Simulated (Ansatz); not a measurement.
The first iterations of a band of C2H5Al (8 atoms, charge 0, multiplicity 1).

Method: RHF/cc-pVDZ in Ansatz.

- movable images: 9
- climbing image: yes
- spring: 5.0 eV/Å²
- optimiser: quadratic models (default)
- start path: through a guess of the saddle point
- force threshold: 0.05 eV/Å
- iteration limit: 60
- end points: relaxed

First end point:

```xyz
8
Properties=species:S:1:pos:R:3
C -1.042 0.848 -0.360
C 0.183 0.644 0.131
Al 0.936 -1.161 0.262
H -1.667 0.029 -0.704
H -1.487 1.837 -0.445
H 0.730 1.532 0.448
H 2.393 -1.407 0.843
H 0.047 -2.381 -0.231
```

Last end point:

```xyz
8
Properties=species:S:1:pos:R:3
C -1.043 0.848 -0.360
C 0.183 0.644 0.130
Al 0.936 -1.160 0.262
H -1.668 0.029 -0.703
H -1.486 1.837 -0.444
H 0.730 1.532 0.447
H 0.047 -2.381 -0.230
H 2.393 -1.406 0.842
```

| iteration | highest image above the first end (eV) | largest band force component (eV/Å) |
| --- | --- | --- |
| 1 | 10.892 | 34.034 |
| 2 | 3.529 | 10.535 |
| 3 | 1.528 | 4.394 |

Q: Does the band converge within its limit, and where does its top end?

A: The forces met the threshold. It ended after 9 iterations with the highest image 0.189 eV above the first end. A vibrational analysis at the climbing image gives one clearly imaginary mode, 202i cm⁻¹: a first-order saddle point.

Time of the run: 83 s on 1 thread of Arm Neoverse V1, on a shared host, peak memory 0.13 GiB.
